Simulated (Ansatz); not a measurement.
System: chalcopyrite CdSnAs2. Method: PBEsol (PAW; Ansatz, an electronic-structure program).

Settings: plane-wave cutoff 520 eV, 8×8×8 k mesh, Fermi–Dirac smearing 0.01 eV, scalar-relativistic PAW data made under PBE.

Properties against volume (c/a stays at 1.966):

Shape and atoms are relaxed at each volume.

```json
[
 {"V (Å³/atom)": "26.828", "P (GPa)": "2.45", "direct gap at Γ (eV)": "0.110"},
 {"V (Å³/atom)": "27.387", "P (GPa)": "1.15", "direct gap at Γ (eV)": "0.107"},
 {"V (Å³/atom)": "27.946", "P (GPa)": "-0.01", "direct gap at Γ (eV)": "0.104"},
 {"V (Å³/atom)": "28.505", "P (GPa)": "-1.05", "direct gap at Γ (eV)": "0.102"},
 {"V (Å³/atom)": "29.064", "P (GPa)": "-1.97", "direct gap at Γ (eV)": "0.100"}
]
```

The fundamental gap (0.00 eV at the equilibrium volume, with added k points) lies elsewhere than Γ–Γ.

Note: the relaxation could not lower the start's symmetry, so the cell can be a saddle point above a distorted one; the bulk modulus comes from volumes at which shape and atoms were relaxed.

Spin–orbit coupling is not included; it can close the smallest gap of 0.00 eV.
